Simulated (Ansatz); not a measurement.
# CH5NSi (SMILES C=N[SiH3]): one structure at several levels

One table from this session's results is given with a row withheld; the runs are named, their logs left out.

Method: single points in def2-TZVPP; program: Ansatz 0.2.0, Gaussian basis.

Correlated methods freeze the cores.

## The system as given

SMILES `C=N[SiH3]`, 8 atoms, charge 0, spin multiplicity 1.

Atoms are counted from 1 here; the program's logs count them from 0.

Bond lengths: C1–N2 1.242 Å, C1–H4 1.083 Å, C1–H5 1.080 Å, N2–Si3 1.717 Å, Si3–H6 1.505 Å, Si3–H7 1.453 Å, Si3–H8 1.444 Å. Angles: N2–C1–H4 119.8°, N2–C1–H5 125.4°, H4–C1–H5 114.7°, C1–N2–Si3 133.7°, N2–Si3–H6 112.2°, N2–Si3–H7 110.3°, N2–Si3–H8 103.3°, H6–Si3–H7 107.4°, H6–Si3–H8 112.1°, H7–Si3–H8 111.7°.

Coordinates:

```mol
CH5NSi
  3D, bonds by distance, orders not assigned

  8  7  0  0  0  0  0  0  0  0999 V2000
   -0.9613    0.5800   -1.0603 C   0  0
   -0.5111   -0.3714   -0.4009 N   0  0
    0.7075   -0.5104    0.8007 Si  0  0
   -1.7679    0.4144   -1.7640 H   0  0
   -0.6431    1.6079   -0.9720 H   0  0
    0.4118    0.3330    2.0111 H   0  0
    1.9885   -0.0744    0.2712 H   0  0
    0.7091   -1.9211    1.1098 H   0  0
  1  2  8  0
  1  4  8  0
  1  5  8  0
  2  3  8  0
  3  6  8  0
  3  7  8  0
  3  8  8  0
M  END
```

Set-up of the first run:

Input file run/in.yaml:

```yaml
crystal:
  periodic: [false, false, false]
  atoms:
    - {symbol: C, position_ang: [-0.961300, 0.580000, -1.060300]}
    - {symbol: N, position_ang: [-0.511100, -0.371400, -0.400900]}
    - {symbol: Si, position_ang: [0.707500, -0.510400, 0.800700]}
    - {symbol: H, position_ang: [-1.767900, 0.414400, -1.764000]}
    - {symbol: H, position_ang: [-0.643100, 1.607900, -0.972000]}
    - {symbol: H, position_ang: [0.411800, 0.333000, 2.011100]}
    - {symbol: H, position_ang: [1.988500, -0.074400, 0.271200]}
    - {symbol: H, position_ang: [0.709100, -1.921100, 1.109800]}
basis:
  gaussian: {orbitals: def2-TZVPP}
correlation: {method: ccsd_t}
output: {forces: true}
```

The command line of these runs was not kept.

Steps of the session up to this table: CCSD(T)/def2-TZVPP; PBE0-D4/def2-TZVPP; wB97M-V/def2-TZVPP; r2SCAN-D4/def2-TZVPP; PBE-D4/def2-TZVPP; r2SCANh-D4/def2-TZVPP; wB97X-V/def2-TZVPP.

One table of the session follows, with a row left open; its other results are not shown here.

| method | RMS force component (eV/Å) | angle to CCSD(T) forces (°) | dipole (D) |
| --- | --- | --- | --- |
| CCSD(T) | 0.512 | reference | 1.36 |
| PBE0-D4 | 0.368 | 33.0 | 1.40 |
| wB97M-V | 0.347 | 25.7 | 1.43 |
| r2SCAN-D4 | ? | ? | ? |
| PBE-D4 | 0.510 | 20.4 | 1.29 |
| r2SCANh-D4 | 0.357 | 29.5 | 1.40 |
| wB97X-V | 0.389 | 25.5 | 1.46 |

**Question.** Estimate the row for r2SCAN-D4.

**Answer.** RMS force component (eV/Å): 0.396; angle to CCSD(T) forces (°): 23.9; dipole (D): 1.36. In the column «RMS force component (eV/Å)» it lies between wB97X-V (0.389) and PBE-D4 (0.510).
